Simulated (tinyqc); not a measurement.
Extended Hueckel theory, for CH2-, step by step. The parameters take no account of the charge, which enters only through the electron count, and nothing here shows that the anion is bound. One step of it, computed by the program tinyqc.

Task: Wolfsberg-Helmholz matrix. H_ij = K' S_ij (H_ii + H_jj)/2 for i != j (the diagonal keeps H_ii), with K' = 1.75.

overlap S, order 1C 2s, 1C 2px, 1C 2py, 1C 2pz, 2H 1s, 3H 1s:
```
[[1.000000, 0.000000, 0.000000, 0.000000, 0.525454, 0.525454],
 [0.000000, 1.000000, 0.000000, 0.000000, 0.000000, 0.000000],
 [0.000000, 0.000000, 1.000000, 0.000000, 0.456682, -0.456682],
 [0.000000, 0.000000, 0.000000, 1.000000, 0.228094, 0.228094],
 [0.525454, 0.000000, 0.456682, 0.228094, 1.000000, 0.132907],
 [0.525454, 0.000000, -0.456682, 0.228094, 0.132907, 1.000000]]
```

diagonal H_ii (eV): [-21.400000, -11.400000, -11.400000, -11.400000, -13.600000, -13.600000]

K = 1.750000

Give: H.

Result:

H (eV), order 1C 2s, 1C 2px, 1C 2py, 1C 2pz, 2H 1s, 3H 1s:
```
[[-21.4000, 0.0000, 0.0000, 0.0000, -16.0920, -16.0920],
 [0.0000, -11.4000, 0.0000, 0.0000, 0.0000, 0.0000],
 [0.0000, 0.0000, -11.4000, 0.0000, -9.9899, 9.9899],
 [0.0000, 0.0000, 0.0000, -11.4000, -4.9895, -4.9895],
 [-16.0920, 0.0000, -9.9899, -4.9895, -13.6000, -3.1632],
 [-16.0920, 0.0000, 9.9899, -4.9895, -3.1632, -13.6000]]
```
